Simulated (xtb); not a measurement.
xtb input:

```bash
xtb mol.xyz --gfn 2 --ohess tight --chrg -1 --uhf 0
```
mol.xyz:
```
9

C     -0.11529893    -0.15962920     0.23442719
C     -0.08192614    -0.93565324    -1.05135110
C     -0.08131524     0.58796825    -1.05280140
C     -0.13254446    -0.17530242     1.56090612
H      0.83890673    -1.44763226    -1.32004706
H      0.83190812     1.09051258    -1.31879971
H     -0.97582747     1.14751548    -1.33007549
H     -0.13684681    -1.06388900     2.13355181
H     -0.10165948     0.79917884     2.14998967
```

Question: Predict the final energy.

Answer: -11.15093 Eh (GFN2-xTB).

It need not be the lowest isomer of its formula. Whether it binds its extra electron was not tested at this geometry.
